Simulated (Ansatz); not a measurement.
Energy needed to pull apart CH5AlO (SMILES C[O][AlH2]), singlet, into free ground-state atoms, from the structure below (displaced at random from a GFN2-xTB minimum); no zero-point or spin–orbit terms; open-shell atoms are treated unrestricted, in their ground-state multiplicity.

| atom | x (Å) | y (Å) | z (Å) |
| --- | --- | --- | --- |
| C1 | -0.4410 | 1.2305 | -0.4325 |
| O2 | 0.0198 | 0.0682 | -0.0291 |
| Al3 | 0.5444 | -1.5010 | 0.4552 |
| H4 | -1.2445 | 0.9370 | -1.3306 |
| H5 | 0.4892 | 1.9674 | -0.7851 |
| H6 | -1.1127 | 1.6553 | 0.4387 |
| H7 | 1.9714 | -1.4144 | 1.0801 |
| H8 | -0.2534 | -2.7170 | 0.4586 |

Ansatz 0.2.0; basis: def2-TZVPP; cores frozen in the correlated methods.

| method | atomization energy (eV) |
| --- | --- |
| PBE-D4 | ? |
| r2SCAN-D4 | ? |
| PBE0-D4 | 26.54 |
| r2SCANh-D4 | 26.67 |
| CAM-B3LYP-D4 | 27.01 |
| wB97M-V | 26.88 |
| HF | 19.44 |
| MP2 | 26.43 |
| CCSD | 25.85 |
| CCSD(T) | 26.18 |

(1) What does PBE-D4 give? (An estimate is asked for; the value comes from the calculation.)

(2) What does r2SCAN-D4 give? (To be estimated.)

T1 diagnostic: at most 0.013.

## Answers

(1) The calculation gives: 27.03 eV, which is about 0.86 eV more than CCSD(T)/def2-TZVPP.

(2) Computed: 26.87 eV, which is about 0.69 eV more than CCSD(T)/def2-TZVPP.

In triple zeta the MP2 and coupled-cluster atomization energies are still short of their basis limit by a few kcal/mol a bond, whereas those of the functionals are nearly converged, so these differences are not deviations from converged CCSD(T).

For scale, one of the runs: CCSD(T)/def2-TZVPP forces, 174 basis functions (an equivalent command: `ansatz run in.yaml --threads 4`). Time: 72 s of wall clock on 4 CPU threads; the host was shared. Peak host memory: 3 GiB.
